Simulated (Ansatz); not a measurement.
# CH5Al + HF: a complex and its separated parts

Aim: how far the complex at one end of a reaction step lies below its separated, relaxed parts, level by level.

The runs use Ansatz 0.2.0, Gaussian basis; PBE0-D4/def2-TZVP structures, single points in def2-TZVPP, no counterpoise correction.

Levels: SPW92, PBE-D4, BLYP-D4, r2SCAN-D4, B97M-V, PBE0-D4, B3LYP-D4, r2SCAN0-D4, BHLYP-D4, CAM-B3LYP-D4, wB97X-V, wB97M-V, B2PLYP, PBE-QIDH, RPA on PBE, Hartree-Fock, MP2, CCSD, CCSD(T).

Cores are frozen in the correlated methods. B3LYP uses VWN-RPA correlation. B2PLYP carries no dispersion term here.

21 further runs of the same task are left out: 21 set aside as unsound or not needed.

## 1. Starting geometry

The complex: 9 atoms, charge 0, spin multiplicity 1.

Atoms are counted from 1 here; the program's logs count them from 0.

Bond lengths: Al1–F2 2.134 Å, Al1–H3 1.590 Å, Al1–H4 1.590 Å, Al1–C6 1.975 Å, F2–H5 0.931 Å, C6–H7 1.096 Å, C6–H8 1.096 Å, C6–H9 1.096 Å. Angles: F2–Al1–H3 98.8°, F2–Al1–H4 98.8°, F2–Al1–C6 89.1°, H3–Al1–H4 119.9°, H3–Al1–C6 118.7°, H4–Al1–C6 118.6°, Al1–F2–H5 100.1°, Al1–C6–H7 113.9°, Al1–C6–H8 109.1°, Al1–C6–H9 113.9°, H7–C6–H8 105.4°, H7–C6–H9 108.4°, H8–C6–H9 105.5°.

As a file:

```mol
CH6AlF
  3D, bonds by distance, orders not assigned

  9  8  0  0  0  0  0  0  0  0999 V2000
   -0.3583   -0.9333    0.3111 Al  0  0
   -1.6636    0.1429   -0.9890 F   0  0
   -0.1151   -2.2166   -0.5964 H   0  0
   -1.3078   -1.0314    1.5832 H   0  0
   -1.1570    0.9120   -1.1287 H   0  0
    0.9299    0.5594    0.2047 C   0  0
    0.5454    1.5072    0.5996 H   0  0
    1.8060    0.3218    0.8193 H   0  0
    1.3203    0.7380   -0.8040 H   0  0
  1  2  8  0
  1  3  8  0
  1  4  8  0
  1  6  8  0
  2  5  8  0
  6  7  8  0
  6  8  8  0
  6  9  8  0
M  END
```

Its parts: CH5Al holds atoms 1, 3, 4, 6, 7, 8, 9; HF holds atoms 2, 5. Each part counts its atoms afresh in its own runs.

## 2. Relaxing CH5Al alone

File relax-a/in.yaml:

```yaml
crystal:
  periodic: [false, false, false]
  atoms:
    - {symbol: Al, position_ang: [-0.358290, -0.933299, 0.311057]}
    - {symbol: H, position_ang: [-0.115128, -2.216616, -0.596370]}
    - {symbol: H, position_ang: [-1.307763, -1.031412, 1.583211]}
    - {symbol: C, position_ang: [0.929921, 0.559429, 0.204726]}
    - {symbol: H, position_ang: [0.545405, 1.507217, 0.599644]}
    - {symbol: H, position_ang: [1.806032, 0.321771, 0.819315]}
    - {symbol: H, position_ang: [1.320332, 0.737989, -0.804036]}
basis:
  gaussian: {orbitals: def2-TZVP}
hamiltonian: {xc: pbe0, dispersion: d4}
relax: {f_tol: 0.005, max_steps: 200}
```

The command line of these runs was not kept.

Further steps of the session: Relaxing HF alone; wB97M-V/def2-TZVPP; CCSD(T)/def2-TZVPP; CCSD(T)/def2-QZVPP; Vibrations of CH5Al; Vibrations of HF.

Before running it: what results should come out? Wanted: complex less parts, CCSD(T)/def2-TZVPP; with zero-point energy; largest T1 diagnostic.

As calculated:

| quantity | value |
| --- | --- |
| complex less parts, CCSD(T)/def2-TZVPP | -0.393 eV |
| with zero-point energy | -0.309 eV |
| largest T1 diagnostic | 0.009 |

At CCSD(T) the complex lies 0.393 eV below its parts. The functionals run from BHLYP-D4, off by 0.000 eV, to SPW92, off by -0.242 eV, against CCSD(T). Mean unsigned error by rung: LDA 0.242, GGA 0.033, meta-GGA 0.067, hybrid 0.027, range-separated hybrid 0.040, double hybrid 0.022 eV. PBE-D4 gives a relative energy 0.028 eV too low, inside chemical accuracy (1 kcal/mol, 0.043 eV). No counterpoise was applied, and triple zeta lacks some correlation, so the CCSD(T) reference has a basis error of its own, and close matches with it are partly luck.
